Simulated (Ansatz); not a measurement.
# C₃H₄O: up Jacob's ladder to CCSD(T)

Aim: compute C₃H₄O with functionals from several rungs and with coupled cluster. The yardstick is the atomisation energy at the CCSD(T) limit.

Method: functionals in def2-TZVPP, the program's frozen cores in correlated methods; program: Ansatz 0.2.0, Gaussian basis.

Plan: LDA (SPW92), PBE-D4, revPBE-D4, BLYP-D4, r2SCAN-D4, B97M-V, PBE0-D4, B3LYP-D4, r2SCANh-D4, r2SCAN0-D4, HSE06-D4, BHLYP-D4, CAM-B3LYP-D4, LC-ωPBE, ωB97X-V, ωB97M-V, B2PLYP, PBE-QIDH; CCSD(T)/def2-SVP; CCSD(T)/def2-TZVPP; MP2/def2-QZVPP; extrapolation to the limit; RPA on PBE.

**1. Structure used throughout**

All runs share one geometry, relaxed beforehand with PBE0-D4 in a triple-zeta def2 set.

SMILES `C#CCO`, 8 atoms, charge 0, spin multiplicity 1.

Atoms are counted from 1 here; the program's logs count them from 0.

Bond lengths: C1–C2 1.200 Å, C1–H5 1.064 Å, C2–C3 1.458 Å, C3–O4 1.410 Å, C3–H6 1.099 Å, C3–H7 1.093 Å, O4–H8 0.961 Å. Angles: C2–C1–H5 179.3°, C1–C2–C3 178.1°, C2–C3–O4 113.4°, C2–C3–H6 108.8°, C2–C3–H7 109.6°, O4–C3–H6 111.4°, O4–C3–H7 106.3°, H6–C3–H7 107.1°, C3–O4–H8 108.1°.

As a file:

```
C    -0.6234    1.3790   -1.0928
C    -0.1002    0.6202   -0.3240
C     0.5279   -0.3372    0.5788
O    -0.2711   -1.4702    0.8375
H    -1.0900    2.0599   -1.7650
H     1.5068   -0.6213    0.1684
H     0.7107    0.1367    1.5465
H    -0.5687   -1.8241   -0.0050
```

**2. LDA**

This LDA is Slater exchange with PW92 correlation.

The input, in.yaml:

```yaml
crystal:
  periodic: [false, false, false]
  atoms:
    - {symbol: C, position_ang: [-0.623358, 1.379016, -1.092795]}
    - {symbol: C, position_ang: [-0.100172, 0.620157, -0.323987]}
    - {symbol: C, position_ang: [0.527887, -0.337174, 0.578770]}
    - {symbol: O, position_ang: [-0.271060, -1.470218, 0.837453]}
    - {symbol: H, position_ang: [-1.089964, 2.059861, -1.764962]}
    - {symbol: H, position_ang: [1.506844, -0.621252, 0.168372]}
    - {symbol: H, position_ang: [0.710655, 0.136670, 1.546497]}
    - {symbol: H, position_ang: [-0.568733, -1.824060, -0.005048]}
basis:
  gaussian: {orbitals: def2-TZVPP}
hamiltonian: {xc: lda}
output: {orbitals: {seedname: orbitals}}
```

Run with:

```bash
$ ansatz run in.yaml --threads 4 --pin off --events-out ev --progress --plain --max-ram 10444MiB
```

Further steps of the session: PBE-D4 (GGA); revPBE-D4 (GGA); BLYP-D4 (GGA); r2SCAN-D4 (meta-GGA); B97M-V (meta-GGA); PBE0-D4 (hybrid); B3LYP-D4 (hybrid); r2SCANh-D4 (hybrid); r2SCAN0-D4 (hybrid); HSE06-D4 (hybrid); BHLYP-D4 (hybrid); CAM-B3LYP-D4 (range-separated); LC-ωPBE (range-separated); ωB97X-V (range-separated); ωB97M-V (range-separated); B2PLYP (double hybrid); PBE-QIDH (double hybrid); CCSD(T) in def2-SVP; CCSD(T) in def2-TZVPP; MP2 in def2-QZVPP; RPA on PBE orbitals.

Q: Predict the results of all the runs planned. Wanted: atomisation energy, CCSD(T)/CBS; farthest beyond LDA; mean size of error, GGA; mean size of error, meta-GGA; mean size of error, hybrid; mean size of error, range-separated; mean size of error, double hybrid; gap, smallest and largest; T1 diagnostic.

As calculated:

| quantity | value |
| --- | --- |
| atomisation energy, CCSD(T)/CBS | 3338.5 kJ/mol |
| functionals within 16.7 kJ/mol (0.5 %) | revPBE-D4, BLYP-D4, r2SCAN-D4, B97M-V, B3LYP-D4, CAM-B3LYP-D4, LC-ωPBE, ωB97X-V, ωB97M-V, PBE-QIDH |
| farthest beyond LDA | BHLYP-D4 (-134.1 kJ/mol) |
| mean size of error, GGA | 46.2 kJ/mol |
| mean size of error, meta-GGA | 5.6 kJ/mol |
| mean size of error, hybrid | 44.5 kJ/mol |
| mean size of error, range-separated | 8.0 kJ/mol |
| mean size of error, double hybrid | 18.7 kJ/mol |
| gap, smallest and largest | 5.71 eV (LDA (SPW92)), 13.33 eV (LC-ωPBE) |
| T1 diagnostic | 0.0116 |
| triples share of the correlation energy | 4.2 % |

What this shows: LDA overbinds by 540.7 kJ/mol (16 %). PBE-D4 is off by +111.1 kJ/mol. Double hybrids carry the basis error of their MP2 part in triple zeta, and no dispersion term here, so their miss is partly the set-up's. The rungs meta-GGA, range-separated miss on average by less than the doubt on the reference (16.7 kJ/mol), so they tie. Misses under about 16.7 kJ/mol are within the doubt on the reference itself, which lacks core-valence correlation, relativity and higher excitations. Hartree-Fock recovers 71 % of the binding; the rest is correlation. CCSD(T) in def2-SVP is off by -160.3 kJ/mol, worse than the median functional, from the basis alone. The gap grows from 5.7 to 13.3 eV across the functionals, mostly with the share of exact exchange.
